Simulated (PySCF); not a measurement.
BeH, SMILES [BeH+], charge +1. Coordinates come from a PBE0-D3(BJ)/def2-TZVPD optimisation. The spin state was assumed, not searched.

Calculation: PBE0-D3(BJ)/def2-TZVPD run with PySCF.

Harmonic wavenumbers (cm⁻¹): 2191. Rotational constants (GHz): 318.2 (linear); symmetry number 1.

Problem. Work out the zero-point energy and the ideal-gas rigid-rotor harmonic-oscillator thermochemistry at 298.15 K and 1 atm.

Solution. ZPE = ½ Σ hcν = ½ × 2191 cm⁻¹ = 13.11 kJ/mol. H − E(el) = 21.78 kJ/mol. Entropy in J/(mol K): translation 137.49, rotation 33.02, vibration 0.00, total 170.51. G − E(el) = -29.06 kJ/mol. Cp = 29.12 J/(mol K).
